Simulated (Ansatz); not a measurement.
The input, for Ansatz 0.2.0:

```yaml
crystal:
  periodic: [false, false, false]
  atoms:
    - {symbol: Hf, position_ang: [0.000000, 0.000000, 0.000000]}
    - {symbol: H, position_ang: [0.000000, 0.000000, -1.961100]}
    - {symbol: H, position_ang: [0.000000, 0.000000, 1.961100]}
basis:
  gaussian: {orbitals: def2-SVP}
magnetization: {spin_polarized: false, initial_magnetization: 4}
correlation: {active_space: {ras: {orbitals: [1, 4, 33], electrons: 6, max_holes: 2, max_particles: 2}, fixed_orbitals: true}}
```

```sh
$ ansatz run in.yaml --threads 1 --pin off --events-out ev --progress --plain --max-ram 2393MiB
```

Q: Roughly how long does this take on 1 thread of Arm Neoverse V2, shared host, and how much host memory?

A: 2.9 s wall and 0.08 GiB.

```
430 factors; integrals over basis functions are off by at most 1.1e-3 eV
mean field evaluation 1: about -1315.5429 eV, gradient 6.2e0 eV
mean field evaluation 2: about -1315.5515 eV, gradient 6.2e0 eV
mean field evaluation 4: about -1316.0799 eV, gradient 9.2e-1 eV
mean field evaluation 8: about -1316.0960 eV, gradient 2.2e-3 eV
mean field evaluation 16: about -1316.0960 eV, gradient 2.6e-4 eV
mean field evaluation 32: about -1316.5132 eV, gradient 3.5e-2 eV
mean field evaluation 64: about -1316.1165 eV, gradient 3.7e-2 eV
mean field evaluation 96: about -1314.8929 eV, gradient 3.9e-5 eV
mean field evaluation 128: about -1315.3664 eV, gradient 8.2e0 eV
mean field evaluation 160: about -1316.5489 eV, gradient 1.1e0 eV
mean field evaluation 192: about -1316.8636 eV, gradient 1.5e-1 eV
mean field evaluation 224: about -1316.8672 eV, gradient 2.4e-1 eV
mean field evaluation 256: about -1314.9849 eV, gradient 1.0e0 eV
mean field evaluation 288: about -1316.7241 eV, gradient 2.4e0 eV
mean field evaluation 320: about -1316.3760 eV, gradient 5.5e-1 eV
mean field evaluation 352: about -1316.0960 eV, gradient 4.8e-6 eV
mean field -1316.86518648 eV, -48.3939029998 hartree, gradient 7.8e-6 eV, S^2 6.000000; 28 other end points of the search recorded, 0 dependent functions left out
reference -1316.86518648 eV, -48.3939029998 hartree; 9, 5 occupied and 33, 37 virtual orbitals, 430 factors
state -1318.84902548 eV, -48.4668077383 hartree
Total energy: -1318.84902548 eV, -48.4668077383 hartree
```
